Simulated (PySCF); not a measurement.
Geometries of 2 isomers of [C5H6F]+ (charge +1), from PBE0-D3(BJ)/def2-SVP geometry optimisation, gas phase (PySCF 2.14.0). One conformer each, no zero-point energy, no frequencies.

Question: Which is lower in electronic energy at this level?
A.
```xyz
12
angstrom
C     -1.576    0.676   -0.032
C     -0.711   -0.573    0.031
C      0.726   -0.323    0.007
C      2.026   -0.817   -0.012
C      1.811    0.519   -0.004
F      2.279    1.688   -0.006
H     -2.636    0.393    0.016
H     -1.371    1.350    0.812
H     -1.419    1.228   -0.970
H     -0.918   -1.285   -0.791
H     -0.894   -1.170    0.946
H      2.688   -1.686   -0.025
```
B.
```xyz
12
angstrom
C      1.968   -0.284    0.061
C      0.674    0.374   -0.044
C     -0.095    1.494   -0.198
C     -0.704    0.282   -0.051
C     -1.909   -0.553    0.035
F     -1.584   -1.849    0.202
H      2.033   -0.769    1.050
H      2.801    0.415   -0.074
H      2.018   -1.099   -0.679
H     -0.175    2.574   -0.339
H     -2.498   -0.403   -0.891
H     -2.526   -0.182    0.876
```

Answer: B. That is `C[C+]1C=C1CF`, 8.8 kcal/mol below the other.

| SMILES | atoms numbered as above | E (Eh) | relative (kcal/mol) | relative (kJ/mol) | dipole about centre of mass (D) |
| --- | --- | --- | --- | --- | --- |
| C[c+]1cc1CF | [CH3:1][c+:2]1[cH:3][c:4]1[CH2:5][F:6] | -293.09044 | 0.0 | 0.0 | 4.61 |
| CCc1c[c+]1F | [CH3:1][CH2:2][c:3]1[cH:4][c+:5]1[F:6] | -293.07642 | 8.8 | 36.8 | 3.35 |
